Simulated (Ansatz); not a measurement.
Molecule: C2H4NO (charge -1, singlet). It need not be the lowest isomer of its formula. Whether it binds its extra electron was not tested at this geometry. 
Structure (B3LYP-D3(BJ)/def2-TZVP (Ansatz, a program for electronic structure) minimum search):
```xyz
8

O      0.3234     1.2893     0.3347
C     -0.0663     0.1321     0.0291
N      0.9935    -0.7689    -0.4354
C     -1.3455    -0.3978     0.0561
H      0.8071    -1.7247    -0.1526
H     -1.5517    -1.3988    -0.3054
H     -2.1804     0.2374     0.3201
H      1.8533    -0.4518    -0.0027
```
Charge -1, spin multiplicity 1.

Basis-set convergence of Hartree-Fock and CCSD(T) correlation energies (hartree) with Ansatz. Valence correlation only, unless marked. Spin-orbit coupling is left out. No relativistic terms. This anion needs diffuse functions, which these sets lack.

```csv
basis,functions,E(HF),"E(corr, CCSD(T))",rough core time
cc-pVDZ,-,-207.35466,-0.67573,under 20 s
cc-pVTZ,176,[?],[?],90 s
```

Task: Fill in the missing entries.

Result: 
- cc-pVTZ, E(HF): -207.42524
- cc-pVTZ, E(corr, CCSD(T)): -0.83937
